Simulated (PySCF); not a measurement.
## Vibration and rotation of Cl₂⁺

UHF-CCSD(T) constants of Cl₂⁺, doublet, unpaired electrons π ↑ (basis Cl def2-TZVPPD; no relativity; PySCF 2.14; masses 34.9689 and 34.9689 u):

| Item | Value |
| --- | --- |
| ωe | 636.0 cm⁻¹ |
| ωexe | 2.82 cm⁻¹ |
| Be | 0.26524 cm⁻¹ |
| αe | 0.00156 cm⁻¹ |
| D (centrifugal) | 1.85e-07 cm⁻¹ |
| De to Cl⁺ + Cl | 3.70 eV |

(1) Give the vibrational terms G(v) and spacings up to v = 6.

(2) How well does the Morse estimate ωe²/(4ωexe) reproduce De, and what is D0?

Correlated steps freeze 10 core orbitals. The state is the lowest determinant that a PBE0 search found; another state may lie lower at other levels.

Answers

(1) G(v) = ωe(v+½) − ωexe(v+½)².

```tsv
v	G(v) (cm⁻¹)	G(v) − G(v−1)	Bv (cm⁻¹)
0	317.3		0.2645
1	947.7	630.4	0.2629
2	1572.4	624.7	0.2613
3	2191.5	619.1	0.2598
4	2804.9	613.4	0.2582
5	3412.7	607.8	0.2567
6	4014.9	602.2	0.2551
```

(2) It gives 4.45 eV, 120 % of the computed De. D0 = De − G(0) = 3.70 − 0.04 = 3.66 eV.
